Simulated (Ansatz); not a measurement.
## Cohesive energy of some III–V compounds

Method: r²SCANh in Ansatz (PAW). References are measured values corrected to a static lattice.

Values in eV/atom.

| solid | reference | r²SCANh | error (eV/atom) |
|---|---|---|---|
| cubic BN | 6.76 | 6.76 | 0.00 |
| wurtzite AlN | 5.85 | 5.77 | -0.08 |
| zinc-blende BP | 5.14 | 5.24 | +0.10 |
| zinc-blende GaAs | 3.34 | 3.28 | -0.06 |
| zinc-blende GaP | 3.61 | 3.61 | 0.00 |
| zinc-blende GaSb | 3.03 | 2.90 | -0.13 |

Over these 6 solids the mean error is -0.03 eV/atom, the mean absolute error 0.06 eV/atom (median 0.07 eV/atom), and the worst case zinc-blende GaSb at -0.13 eV/atom; the value is too low in 3 of 6 cases.

All these references are brought to a static lattice.

Spin–orbit coupling is left out, also for the solids with elements from indium on (zinc-blende GaSb); its size isn't shown.

Differences are worked out from the printed values.

Free atoms are spin-polarised, in the lowest state found; at levels without +SOC their spin–orbit coupling is left out. Each level is taken at its own relaxed cell. Ansatz's density-functional and Hartree–Fock values are scalar-relativistic unless marked +SOC, with PAW data made under PBE.

Not in this set, of the III–V compounds with a reference value in our tables and a result at some level: 2 for sources at odds; 2 for the spin–orbit terms of free Br, In, Sn, Te, I and atoms past barium, a cut that leaves lighter open-shell atoms' terms in the errors; 1 for no value at r²SCANh (not run, a failed fit, an unstable or unbound cell, or a value held back for tests); 1 for a reference at room or unstated temperature. These can be a level's best or worst cases. At least 1 more with a reference value is held back for tests. Solids without a released value at any level aren't counted. Layered and molecular crystals are counted apart.

References as tabulated in Mejia-Rodriguez and Trickey (2018), arXiv:1807.09216; Paulus et al. (1996), arXiv:cond-mat/9605064. Worked out here from the CRC Handbook's enthalpies at 298 K, with a Debye model for the thermal and zero-point parts: AlN.

Ansatz is a first-principles code.
